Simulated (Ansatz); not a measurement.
# Two structures, one formula

Two relaxed structures of CH2BO, doublet (PBE0-D4/def2-TZVP; forces vanish, vibrations not checked).

A:

B1  (-0.087, -0.560, 0.288)
C2  (-0.109, 0.301, -0.754)
O3  (-0.089, -1.368, 1.337)
H4  (-0.127, 0.982, -1.576)
H5  (0.302, -2.235, 1.192)
(Å)

B:

B1  (-0.871, -0.697, 0.667)
C2  (0.022, 0.330, 0.263)
O3  (0.476, -1.009, 0.427)
H4  (-1.843, -1.277, 1.001)
H5  (0.655, 1.142, -0.041)
(Å)

Computed with Ansatz 0.2.0 (basis: def2-TZVPP); correlated methods freeze the cores; orbitals are unrestricted. B3LYP uses VWN-RPA correlation.

**Question.** Which structure is lower at CCSD(T), and by how much? (An estimate is asked for; the value comes from the calculation.)

**Answer.** By the calculation: A, by 0.177 eV (electronic energy, against the other). By their contacts, A is CH₂BO ([CH][B][OH]) and B is CH₂BO ([BH]1[CH][O]1).

All methods give the same order:

```
   method  E(B) − E(A) (eV)
   PBE-D4             0.049
r2SCAN-D4             0.122
  PBE0-D4             0.106
 B3LYP-D4             0.217
  wB97M-V             0.164
       HF             0.473
      MP2             0.138
     CCSD             0.232
  CCSD(T)             0.177
```

No T1 diagnostic of these runs exceeds 0.019. ⟨S²⟩ of the unrestricted Hartree–Fock references: 0.77 to 0.78 (a pure state has 0.75).

Labels in which every atom is bracketed show which atoms are joined, not bond orders.

For scale, one of the runs: CCSD(T)/def2-TZVPP, 121 basis functions, launched by `ansatz run in.yaml --threads 2 --pin off --events-out ev --progress --plain --max-ram 4352MiB`. Time: 19 s of wall clock on 2 CPU threads of an Arm Neoverse V2; the host was shared. Peak host memory: 1.2 GiB.
